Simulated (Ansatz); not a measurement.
**SiCl (quartet): wave-function methods side by side, cc-pVTZ**

How much of the correlation energy of SiCl (quartet) does each wave-function method recover here?

The runs use Ansatz 0.2.0, Gaussian basis; cc-pVTZ, core rule «outside noble gas», up to 10 orbitals frozen.

Plan: UHF; CCSD(T) on ROHF; CCSD(T) on UHF; BCCD(T) on ROHF; CISD; CCSDT(Q) on ROHF; CCSDT(Q) on UHF; CASSCF and MRCISD+Q, 11 electrons in 8 orbitals; CASSCF and NEVPT2, 11 electrons in 8 orbitals.

7 further runs of the same task are left out: 4 for a known fault of the program, 3 set aside as unsound or not needed.

### Step 1. The geometry

The geometry is a PBE0/def2-TZVP stationary point (not a proven minimum).

2 atoms, charge 0, spin multiplicity 4.

Atoms are counted from 1 here; the program's logs count them from 0.

Bond lengths: Si1–Cl2 2.058 Å.

As a file:

```xyz
2
ClSi
Si    0.00000    0.00000    0.00000
Cl    0.00000    0.00000    2.05790
```

### Step 2. UHF

Contents of in.yaml:

```yaml
crystal:
  periodic: [false, false, false]
  atoms:
    - {symbol: Si, position_ang: [0.000000, 0.000000, 0.000000]}
    - {symbol: Cl, position_ang: [0.000000, 0.000000, 2.057900]}
basis:
  gaussian: {orbitals: cc-pVTZ}
magnetization: {spin_polarized: true, initial_magnetization: 3}
hamiltonian: {xc: hf}
output: {orbitals: {seedname: orbitals}}
```

Command:

```sh
$ ansatz run in.yaml --threads 1 --pin off --events-out ev --progress --plain --max-ram 4096MiB --backend cpu
```

Further steps of the session: CCSD(T) on ROHF; CCSD(T) on UHF; BCCD(T) on ROHF; CISD; CCSDT(Q) on ROHF; CCSDT(Q) on UHF; CASSCF and MRCISD+Q, 11 electrons in 8 orbitals; CASSCF and NEVPT2, 11 electrons in 8 orbitals.

**Question.** What will the summary of the whole plan be? Wanted: UCCSDT(Q) below the RHF energy; RMP2 from UCCSDT(Q); UMP2 from UCCSDT(Q); RCCSD from UCCSDT(Q); RCCSD(T) from UCCSDT(Q); UCCSD(T) from UCCSDT(Q); RCCSDT(Q) from UCCSDT(Q); NEVPT2 valence from UCCSDT(Q); MRCISD+Q valence from UCCSDT(Q).

The runs gave:

| quantity | value |
| --- | --- |
| UCCSDT(Q) below the RHF energy | -7.4481 eV |
| RMP2 from UCCSDT(Q) | +1044.8 meV |
| UMP2 from UCCSDT(Q) | +1035.5 meV |
| RCCSD from UCCSDT(Q) | +360.7 meV |
| RCCSD(T) from UCCSDT(Q) | +46.8 meV |
| UCCSD(T) from UCCSDT(Q) | +44.4 meV |
| RCCSDT(Q) from UCCSDT(Q) | +3.9 meV |
| NEVPT2 valence from UCCSDT(Q) | +1642.3 meV |
| MRCISD+Q valence from UCCSDT(Q) | +170.9 meV |
| levels within 1 kcal/mol (43 meV) | RCCSDT, UCCSDT, RCCSDT(Q) |
| T1 diagnostic | 0.025 |
| effectively unpaired electrons | 3.00 |

RCCSD(T) misses by +46.8 meV, 0.6 % of the correlation energy. One determinant dominates. Of the multireference levels listed MRCISD+Q valence comes nearest in total energy (+170.9 meV), which doesn't show that its space is the better one. These misses are within one basis, not against nature; the frozen cores of restricted and unrestricted runs differ, which can shift their rows.
